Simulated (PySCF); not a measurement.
Two-photon absorption: methanethial, CH2S

Geometry (Å), atoms numbered from 1 in this order:
```xyz
4

C    -0.1063    0.0042    0.0021
S     1.4843   -0.0363    0.1638
H    -0.6159    0.8123   -0.5233
H    -0.7518   -0.7755    0.4074
```

Method used: TDDFT CAM-B3LYP/aug-cc-pVTZ excited states, vertical, gas phase (PySCF). Geometry: PBE0-D3(BJ)/def2-TZVP.

How strongly do the lowest singlets absorb one photon, and two photons of half the energy?

δ for parallel linear polarisation; σ at the peak of a Lorentzian of half width 0.1 eV, single beam; Ω is circular over linear.
```csv
state,E (eV),f,photon λ (nm),δ (au),σ (GM),Ω,main
S1,2.23,0.000,1114,0.51,0.00,1.50,HOMO→LUMO 0.99
S2,5.76,0.012,431,71.8,0.87,1.50,HOMO→LUMO+1 0.86
S3,6.33,0.201,392,10.6,0.15,0.41,HOMO−1→LUMO 0.93
S4,6.40,0.051,388,55.8,0.84,1.50,HOMO→LUMO+3 0.90
S5,6.63,0.031,374,117,1.89,0.97,HOMO→LUMO+2 0.90
S6,6.81,0.003,364,0.37,0.01,1.50,HOMO−2→LUMO 0.97
```

Among these, the strongest one-photon state is S3, the strongest two-photon state S5, with a dipole change of 5.6 D (relaxed, norm of the difference vector).
